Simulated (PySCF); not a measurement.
Compound: CH6NP.
Z-matrix (Å and degrees, PBE0-D3(BJ)/def2-SVP geometry), rows numbered from 1:
```
C 
N   1  1.4351
P   2  1.5563  1  125.15
H   1  1.1100  2  114.02  3   -62.92
H   1  1.1028  2  109.27  3   178.46
H   1  1.1103  2  114.13  3    59.75
H   3  1.4446  2  122.00  1    62.46
H   3  1.4121  2  110.19  1  -179.40
H   3  1.4445  2  121.82  1   -61.18
```

Theory: PBE0-D3(BJ)/def2-SVP geometry optimisation, gas phase (PySCF 2.14.0).

Masses are those of the commonest isotopes; rigid-rotor values at the optimised geometry. 

**Question.** What are A, B and C (MHz)?

**Answer.** Ia = 13.05, Ib = 91.06, Ic = 96.21 u·Å²; 505379 MHz·u·Å²/I gives A = 38736, B = 5550, C = 5253 MHz.

**Question.** Classify the top.

**Answer.** A near-prolate asymmetric top. Ray's parameter κ = (2B − A − C)/(A − C) = -0.982; −1 is the prolate and +1 the oblate limit.

**Question.** Is it planar, by Δ = Ic − Ia − Ib?

**Answer.** Not planar: Δ = Ic − Ia − Ib = -7.90 u·Å². For a rigid frame Δ = −2 Σ m c², so Σ m c² = 3.95 u·Å² lies off the ab plane, practically all of it from hydrogen. The atom farthest from that plane is 1.09 Å away.

**Question.** Give the coordinates in the principal-axis frame, origin at the centre of mass.

**Answer.** The sense of each axis is arbitrary; atoms in the order of the calculation.
```csv
atom,mass (u),a (Å),b (Å),c (Å)
C1,12.000,-1.714,-0.228,0.000
N2,14.003,-0.495,0.529,0.000
P3,30.974,0.938,-0.080,0.000
H4,1.008,-1.855,-0.859,-0.903
H5,1.008,-2.572,0.464,0.028
H6,1.008,-1.831,-0.901,0.875
H7,1.008,1.421,-0.900,-1.087
H8,1.008,1.904,0.949,0.014
H9,1.008,1.407,-0.923,1.075
```

**Question.** List the rotational levels J(Ka,Kc) to J = 4 (cm⁻¹).

**Answer.** Above 0(0,0):
J = 1: 1(0,1) 0.3603, 1(1,1) 1.4673, 1(1,0) 1.4772
J = 2: 2(0,2) 1.0810, 2(1,2) 2.1781, 2(1,1) 2.2078, 2(2,1) 5.5287, 2(2,0) 5.5288
J = 3: 3(0,3) 2.1617, 3(1,3) 3.2442, 3(1,2) 3.3037, 3(2,2) 6.6097, 3(2,1) 6.6101, 3(3,1) 12.1694, 3(3,0) 12.1694
J = 4: 4(0,4) 3.6025, 4(1,4) 4.6657, 4(1,3) 4.7647, 4(2,3) 8.0511, 4(2,2) 8.0521, 4(3,2) 13.6109, 4(3,1) 13.6109, 4(4,1) 21.3942, 4(4,0) 21.3942
Those of J = 1 are B + C, A + C and A + B.

**Question.** Predict some low-J microwave lines.

**Answer.** The dipole components are |μa| = 1.96 D, |μb| = 1.49 D, |μc| = 0.00 D; the mirror of this Cs structure is the ab plane, so μc vanishes by symmetry and there are no c-type lines. Intensities carry the squares of the components, which stand as 1.00 : 0.58 (a : b). Some lines, for components of 0.1 D or more:

| type | branch | J(Ka,Kc) | MHz | lower level (cm⁻¹) |
| --- | --- | --- | --- | --- |
| a | Q | 4(1,3) ← 4(1,4) | 2969 | 4.666 |
| a | Q | 5(1,4) ← 5(1,5) | 4454 | 6.442 |
| a | R | 2(1,2) ← 1(1,1) | 21309 | 1.467 |
| a | R | 3(0,3) ← 2(0,2) | 32401 | 1.081 |
| a | R | 3(2,1) ← 2(2,0) | 32417 | 5.529 |
| b | Q | 1(1,0) ← 1(0,1) | 33483 | 0.360 |
| a | R | 4(0,4) ← 3(0,3) | 43192 | 2.162 |
| a | R | 5(4,1) ← 4(4,0) | 54019 | 21.394 |
| b | R | 3(1,3) ← 2(0,2) | 64853 | 1.081 |
| b | Q | 5(2,3) ← 5(1,4) | 97854 | 6.591 |
| b | Q | 4(2,2) ← 4(1,3) | 98552 | 4.765 |
| b | Q | 2(2,0) ← 2(1,1) | 99560 | 2.208 |
| b | Q | 5(2,4) ← 5(1,5) | 102238 | 6.442 |
| b | R | 3(2,1) ← 2(1,2) | 132867 | 2.178 |
| b | R | 5(2,4) ← 4(1,3) | 152532 | 4.765 |
| b | Q | 3(3,1) ← 3(2,2) | 166673 | 6.610 |
| b | R | 4(3,2) ← 3(2,1) | 209879 | 6.610 |
| b | Q | 4(4,1) ← 4(3,2) | 233338 | 13.611 |
| b | R | 4(4,1) ← 3(3,0) | 276553 | 12.169 |

**Question.** Estimate the classical rotational partition function at 10 K, 25 K and 100 K.

**Answer.** Point group Cs, symmetry number σ = 1; q = (√π/σ)·√((kT/h)³/(ABC)), k/h = 20836.6 MHz/K: 159 at 10 K, 627 at 25 K, 5020 at 100 K.

No PBE0-D3(BJ)/def2-SVP frequencies stand behind this structure, so it isn't proved a minimum. No vibrational averaging or centrifugal distortion is included, and the geometry carries the error of its method. A rigid rotor knows nothing of internal rotation, which can split or shift real lines. Quadrupole hyperfine structure (14N) is left out.
